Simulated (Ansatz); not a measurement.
The first iterations of a band of CH$_{5}$BO (8 atoms, charge 0, multiplicity 1).

Level of theory: RKS BLYP/def2-SVPD (Ansatz).

```yaml
movable_images: 7
climbing_image: yes
spring: 5.0 eV/Å²
optimiser: quadratic models (default)
start_path: through a guess of the saddle point
force_threshold: 0.03 eV/Å
iteration_limit: 60
end_points: relaxed
```

Image 0:

```xyz
8
Properties=species:S:1:pos:R:3
B 0.057 0.018 -0.584
H -0.129 0.834 -1.470
O 0.538 -1.222 -0.921
H 0.694 -1.340 -1.874
C -0.231 0.343 0.926
H -0.042 -0.512 1.604
H 0.393 1.200 1.258
H -1.281 0.680 1.060
```

Image 8:

```xyz
8
Properties=species:S:1:pos:R:3
B 0.280 -1.027 0.345
H 0.021 0.994 -2.591
O 0.669 -2.005 -0.269
H 0.245 0.263 -2.569
C -0.210 0.207 1.123
H -0.243 0.001 2.210
H 0.464 1.069 0.955
H -1.227 0.498 0.796
```

| iteration | highest image above the first end (eV) | largest band force component (eV/Å) |
| --- | --- | --- |
| 1 | 2.458 | 3.277 |
| 2 | 2.394 | 3.079 |
| 3 | 2.368 | 1.504 |

Problem. Does the band converge within its limit, and where does its top end?

Solution. The run converged. It ended after 9 iterations with the highest image 2.291 eV above the first end. Neighbouring images differ by up to 1.2 eV, so the band resolves the path poorly. A vibrational analysis at the climbing image gives one clearly imaginary mode, 1653i cm⁻¹: a first-order saddle point. The orbitals stay closed-shell, which can raise the energy where a bond breaks towards radicals; this wasn't checked here.

Time of the run: 33 s on 2 threads of AMD EPYC 9B45 (Zen 5), on a shared host, peak memory 0.18 GiB.
